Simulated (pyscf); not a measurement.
Routes from `[OH][SiH][F]` [doublet] + `[H][H]`

Candidate steps break at most two bonds and form at most two. Each was searched with GFN2-xTB (tblite) first. PySCF, gas phase, ωB97X-D3(BJ)/def2-SVP geometries. Energies: ωB97M-D3(BJ)/def2-TZVP, kcal/mol, from the separated reactants, doublet surface; ΔG‡ with ideal gas, 1 atm, RRHO with modes under 100 cm⁻¹ raised to 100, one conformer, R ln 2 for chiral ones without a mode under 150 cm⁻¹.

| products | type | ΔE‡ | ΔE | ΔG‡ 298 K | ΔG‡ 900 K | ν‡ (cm⁻¹) |
|---|---|---|---|---|---|---|
| HO–SiH₂–F + H• | hydrogen abstraction | 14.5 | +7.7 | 19.7 | 35.3 | 1206i |
| F–SiH₂• + H₂O | four-centre exchange | 44.6 | +21.6 | 53.3 | 72.2 | 1385i |

Plain bond fissions and candidates not yet searched are not listed, and one of them may be faster. Each barrier is that of the saddle found; lower ones may exist.
